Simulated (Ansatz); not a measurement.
**BHO (singlet): the correlation ladder at distance B1–O2 = 1.399 Å, 6-31G**

How much of the correlation energy of BHO (singlet) does each wave-function method recover here?

Method: 6-31G, core rule «outside noble gas», up to 2 orbitals frozen; program: Ansatz 0.2.0, Gaussian basis.

The runs, in order: UHF; CCSD(T) on RHF; BCCD(T) on RHF; CISD; CCSDT(Q) on RHF; CISDTQ; CCSDTQ on RHF; CASSCF and MRCISD+Q, 2 electrons in 2 orbitals; CASSCF and NEVPT2, 2 electrons in 2 orbitals; CASSCF and MRCISD+Q, 10 electrons in 9 orbitals; CASSCF and NEVPT2, 10 electrons in 9 orbitals; Full CI.

24 further runs of the same task are left out: 8 for a known fault of the program, 12 that didn't finish, 4 set aside as unsound or not needed.

**1. The system**

The geometry derives from a PBE0/def2-TZVP stationary point (not a proven minimum). One bond is set to the value named and the two fragments are kept rigid.

3 atoms, charge 0, spin multiplicity 1.

Atoms are counted from 1 here; the program's logs count them from 0.

Bond lengths: B1–O2 1.399 Å, O2–H3 0.952 Å. Angles: B1–O2–H3 180.0°.

**2. UHF**

The input, in.yaml:

```yaml
crystal:
  periodic: [false, false, false]
  atoms:
    - {symbol: B, position_ang: [0.000000, 0.000000, 1.250078]}
    - {symbol: O, position_ang: [0.000000, 0.000000, -0.148922]}
    - {symbol: H, position_ang: [0.000000, 0.000000, -1.101157]}
basis:
  gaussian: {orbitals: 6-31G}
magnetization: {spin_polarized: true, initial_magnetization: 0}
hamiltonian: {xc: hf}
output: {orbitals: {seedname: orbitals}}
```

Launch:

```sh
ansatz run in.yaml --threads 1 --pin off --events-out ev --progress --plain --max-ram 2393MiB
```

Further steps of the session: CCSD(T) on RHF; BCCD(T) on RHF; CISD; CCSDT(Q) on RHF; CISDTQ; CCSDTQ on RHF; CASSCF and MRCISD+Q, 2 electrons in 2 orbitals; CASSCF and NEVPT2, 2 electrons in 2 orbitals; CASSCF and MRCISD+Q, 10 electrons in 9 orbitals; CASSCF and NEVPT2, 10 electrons in 9 orbitals; Full CI.

Q: Predict the results of all the runs planned. Wanted: FCI below the RHF energy; RMP2 from FCI; RCCSD from FCI; RCCSD(T) from FCI; RCCSDT(Q) from FCI; NEVPT2 pair from FCI; MRCISD+Q pair from FCI; NEVPT2 valence from FCI; T1 diagnostic.

**Answer**, as computed:

```
                         quantity                                                  value
         FCI below the RHF energy                                             -5.1178 eV
                    RMP2 from FCI                                             +582.2 meV
                   RCCSD from FCI                                             +162.3 meV
                RCCSD(T) from FCI                                              +28.9 meV
               RCCSDT(Q) from FCI                                               -2.7 meV
             NEVPT2 pair from FCI                                             +531.8 meV
           MRCISD+Q pair from FCI                                              +80.1 meV
          NEVPT2 valence from FCI                                             +775.6 meV
levels within 1 kcal/mol (43 meV)  RCCSD(T), BCCD(T), RCCSDT, CISDTQ, RCCSDT(Q), RCCSDTQ
                    T1 diagnostic                                                  0.022
   effectively unpaired electrons                                                   0.09
```

RCCSD(T) lands +28.9 meV from the yardstick (0.6 % of the correlation energy). RCCSDT(Q) falls below full CI, which methods that aren't variational can do. One determinant dominates. Of the multireference levels listed MRCISD+Q pair comes nearest in total energy (+80.1 meV), which doesn't show that its space is the better one. These misses are within one basis, not against nature.
